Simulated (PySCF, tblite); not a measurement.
# C4H8NO radical: geometry, infrared bands and EPR parameters

Aim: predict the infrared bands and EPR parameters of C4H8NO radical (`C/N=C(\C)C[O]`).

Computed with tblite 0.8.0 and PySCF 2.14.0, with density-fitted response routines of our own, on a single molecule in the gas phase. Atoms count from 0, in the outputs and in this text.

## Step 1: The starting structure

14 atoms, charge 0, multiplicity 2; geometry from: force field or distance geometry start.

Bonds of the start (Å): C0–N1 1.46, N1–C2 1.29, C2–C3 1.53, C2–C4 1.55, C4–O5 1.34, C0–H6 1.09, C0–H7 1.10, C0–H8 1.10, C3–H9 1.08, C3–H10 1.10, C3–H11 1.10, C4–H12 1.10, C4–H13 1.09.

## Step 2: Relaxing the molecule with GFN2-xTB

Job settings and geometry (Å):

```
{"job": {"kind": "relax", "xc": "GFN2-xTB", "basis": "xTB"}, "charge": 0, "multiplicity": 2}
C      1.920200    -0.577100    -0.216100
N      0.532900    -1.030000    -0.296100
C     -0.403500    -0.185600    -0.043700
C     -0.168500     1.264200     0.370200
C     -1.879100    -0.651500    -0.155600
O     -2.479900     0.123300    -1.063400
H      2.566800    -1.342400    -0.637700
H      2.083600     0.340400    -0.797000
H      2.227700    -0.415300     0.822700
H      0.094000     1.852700    -0.493400
H      0.634300     1.308200     1.114000
H     -1.068400     1.676000     0.842000
H     -1.827700    -1.732100    -0.343800
H     -2.233000    -0.631400     0.875900
```

Launch:

```
OMP_NUM_THREADS=1 python probes_run.py task.json out
```

The driver reads the jobs from task.json and runs them one after another.

**Question.** This job is followed by: GFN2-xTB harmonic vibrations, gas phase; UKS B3LYP, pcH-1 on C H N O, non-relativistic, mean-field spin-orbit, GIAO. Predict these results of the whole session: strongest single infrared mode (GFN2-xTB); zero-point energy (GFN2-xTB); g(iso) (B3LYP); ⟨S²⟩; largest a(iso) (averaged by class); potential on the surface of density 0.002 e/bohr³, 1st and 99th percentile; property runs in this session.

**Answer**, as computed:

| quantity | value |
| --- | --- |
| strongest single infrared mode (GFN2-xTB) | 1831 cm⁻¹, 191 km/mol |
| zero-point energy (GFN2-xTB) | 69.9 kcal/mol |
| g(iso) (B3LYP) | 2.01574 |
| ⟨S²⟩ | 0.755 (exact 0.75) |
| largest a(iso) (averaged by class) | 1H on H12, H13, 150.0 MHz |
| potential on the surface of density 0.002 e/bohr³, 1st and 99th percentile | -1.64 V and 1.09 V |
| property runs in this session | 1, of which 0 failed and 1 gave unsound results |

In words: Relaxing lowered the energy by 0.357 eV in 148 steps; the close pair that moved most is N1–C2, from 1.286 to 1.239 Å. All 36 modes are real, so the xTB geometry is a minimum. The strongest single mode, at 1831 cm⁻¹, moves mainly C2 and N1. Unscaled tight-binding wavenumbers are off by several per cent, some by more. Its intensities can rank the bands wrongly. O5 carries the largest spin population, 0.75 e. The isotropic g lies 13.4 ppt above the free-electron value. These values are not to be trusted: the run shows nearly degenerate orbitals, where second-order g theory doesn't apply. The conformer search found further structures of the same energy, which may be mirror or relabelled copies of this one.
